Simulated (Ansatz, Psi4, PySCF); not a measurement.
Reaction (SMILES): c1cc[nH]c1 + 7 [H][H] (H2) → 4 C (CH4) + N (NH3)

Quantity: energy of full hydrogenation (enthalpy at 298 K), in kcal/mol. Set-up: frozen cores in correlated levels; six Cartesian d functions in 6-31G* and its kin unless marked 5d; 6-311+G** with 5d; no spin-orbit coupling; no dispersion term unless named; non-relativistic. CBS(X,Y): correlation extrapolated as X^-3; Hartree-Fock from the larger set. The bracket is a focal-point correction in the basis named. First-principles rows: single points at B3LYP-D3(BJ) geometries (Ansatz, a quantum-chemistry and plane-wave program), with unscaled harmonic terms from B3LYP/6-31G* at its own minima.

Measured values: Active Thermochemical Tables 1.112 (ions: stationary electron), as tabulated in the package chemicals; G2/97 table in ASE (Curtiss et al.); they hold spin-orbit and core effects, anharmonicity. 

Value to compare with, the measured value: -108.0 kcal/mol.

| level | program | energy of full hydrogenation (enthalpy at 298 K) (kcal/mol) | error |
|---|---|---|---|
| HF/6-311+G** | Ansatz | -129.8 | -21.8 |
| PBE/3-21G | Ansatz | -103.5 | 4.5 |
| PBE/6-31G* | Ansatz | -102.3 | 5.7 |
| PBE/6-311+G** | Ansatz | -106.6 | 1.4 |
| B3LYP/3-21G | Ansatz | -110.2 | -2.2 |
| B3LYP/6-31G | Ansatz | -111.2 | -3.2 |
| B3LYP/6-31G* | Ansatz | -109.4 | -1.4 |
| B3LYP/cc-pVDZ | Ansatz | -106.0 | 2.0 |
| PBE0/6-31G* | Ansatz | -116.7 | -8.7 |
| M06-2X/6-31G* (5d) | PySCF | -107.0 | 1.0 |
| M06-2X/6-311+G** | PySCF | -104.4 | 3.6 |
| wB97X-D/6-31G* | Psi4 | -116.4 | -8.4 |
| MP2/3-21G | Ansatz | -93.2 | 14.8 |
| MP2/6-311+G** | Ansatz | -99.1 | 8.9 |
| B3LYP/def2-TZVPD | Ansatz | -108.6 | -0.6 |
| RI-MP2/CBS(cc-pVTZ,cc-pVQZ)+[CCSD(T)-MP2]/cc-pVTZ | Ansatz | -107.8 | 0.2 |

Among the 14 habitual levels, HF/6-311+G** lies farthest from the measured value (-21.8 kcal/mol); 8 of 14 lie above it, and their mean absolute error is 6.3 kcal/mol, the median 4.0. One case shows no general order.

The levels are drawn from those run, B3LYP/6-31G* more often than the rest, none by its result; runs whose electronic state is in doubt are left out.
